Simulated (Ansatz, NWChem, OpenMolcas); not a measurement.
**Abstraction of F: MgHF + NO → MgH + NOF**

Species: MgHF `[F][MgH]`, singlet; NO (nitric oxide), doublet; MgH, doublet; NOF (nitrosyl fluoride) `O=NF`, singlet. A radical takes F: the energy is the difference in strength between the Mg–F bond broken and the N–F bond made.

Shapes, held fixed at every level: PBE0-D4/def2-TZVP. Programs: Ansatz 0.2.0, NWChem 7.3.0, OpenMolcas 26.06. A level may come from different programs for different species; with the same settings they agree closely. The zero-point and thermal change to 298 K, harmonic and unscaled (PBE0-D4/def2-TZVP), is -1.9 kJ/mol.

(1) Estimate ΔH(298 K) of this reaction.

Answers

(1) The highest level, CCSD(T)/def2-TZVPP, gives ΔH(298 K) = +338.5 kJ/mol; the levels span +272.3 to +423.9. The column of differences is taken from that level and isn't an error. No measured value is set beside it here. Open shells run unrestricted unless RO is named. Correlated rows may include outer-core shells of Mg, which these sets cover unevenly.

```json
{"level": "HF/def2-SVP", "kind": "Hartree–Fock", "ΔH(298 K) (kJ/mol)": "+423.9", "less CCSD(T)/def2-TZVPP": "+85.4"}
{"level": "PBE-D4/def2-TZVPP", "kind": "GGA", "ΔH(298 K) (kJ/mol)": "+272.3", "less CCSD(T)/def2-TZVPP": "-66.2"}
{"level": "r2SCAN-D4/def2-TZVPP", "kind": "meta-GGA", "ΔH(298 K) (kJ/mol)": "+303.0", "less CCSD(T)/def2-TZVPP": "-35.5"}
{"level": "B3LYP/6-31G* (Cartesian functions)", "kind": "global hybrid", "ΔH(298 K) (kJ/mol)": "+325.1", "less CCSD(T)/def2-TZVPP": "-13.4"}
{"level": "B3LYP-D4/def2-TZVPP", "kind": "global hybrid", "ΔH(298 K) (kJ/mol)": "+324.0", "less CCSD(T)/def2-TZVPP": "-14.5"}
{"level": "BHLYP-D4/def2-TZVPP", "kind": "global hybrid", "ΔH(298 K) (kJ/mol)": "+366.4", "less CCSD(T)/def2-TZVPP": "+27.9"}
{"level": "wB97M-V/def2-TZVPP", "kind": "range-separated hybrid", "ΔH(298 K) (kJ/mol)": "+339.6", "less CCSD(T)/def2-TZVPP": "+1.1"}
{"level": "CCSD(T)/def2-TZVPP", "kind": "coupled cluster or CI", "ΔH(298 K) (kJ/mol)": "+338.5", "less CCSD(T)/def2-TZVPP": "0.0"}
```
